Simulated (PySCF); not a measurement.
Dissociation curve of CH3Cl, SMILES ClC. The C1–Cl5 bond (C1 also carries H, H, H; Cl5 carries nothing else) is pulled apart rigidly from the PBE0/def2-TZVP optimised geometry.

Computed with: RMP2 = MP2 on RHF/def2-TZVP, 6 core orbitals frozen (PySCF 2.14.0); UCCSD(T) = CCSD(T) on UHF/def2-TZVP, 6 core orbitals frozen (PySCF 2.14.0).

Energies relative to the lowest point of each curve near equilibrium, in kJ/mol:

```csv
R / Å,RMP2
1.43,247.3
1.67,15.1
1.77,0.0
1.84,4.1
1.86,6.8
1.94,23.5
2.20,110.8
2.37,176.4
3.16,420.3
4.32,554.7
5.30,542.1
6.23,486.8
```

Q: Estimate the UCCSD(T) values at these points.

A: 1.43: 254.7; 1.67: 17.4; 1.77: 0.0; 1.84: 2.4; 1.86: 4.7; 1.94: 19.2; 2.20: 97.9; 2.37: 161.1; 3.16: 349.8; 4.32: 373.6; 5.30: 375.0; 6.23: 375.4 (kJ/mol).

The restricted form behind RMP2 keeps the bonding electrons paired and can't separate into open-shell fragments. The T1 diagnostic of CCSD on the restricted reference of RMP2 exceeds 0.045 at 2.90 to 6.23 Å. The unrestricted solution behind UCCSD(T) changes between 2.37 and 2.67 Å, which can leave a kink. The unrestricted determinant behind UCCSD(T) is spin-contaminated at 2.37 to 6.23 Å (<S²> up to 1.0, against 0.00 for a pure singlet).
